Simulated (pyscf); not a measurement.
One hydrogen abstraction on the doublet surface with elements of a group swapped. ωB97M-D3(BJ)/def2-TZVP, eV, from the separated reactants. Structures and frequencies: ωB97X-D3(BJ)/def2-SVP in PySCF.

```
step                                                                     barrier  reaction energy  imaginary mode (i cm⁻¹)
-----------------------------------------------------------------------  -------  ---------------  -----------------------
`[F][CH][F]` [doublet] + `[H][H]` → `[F][CH2][F]` + `[H]` [doublet]          [?]              [?]                     1469
`[Cl][CH][Cl]` [doublet] + `[H][H]` → `[Cl][CH2][Cl]` + `[H]` [doublet]     0.69            +0.26                     1597
```

Problem. Fill in the missing entries.

Solution. 
- `[F][CH][F]` [doublet] + `[H][H]` → `[F][CH2][F]` + `[H]` [doublet], barrier: 0.53
- `[F][CH][F]` [doublet] + `[H][H]` → `[F][CH2][F]` + `[H]` [doublet], reaction energy: +0.03

Each row is the saddle that its search found.
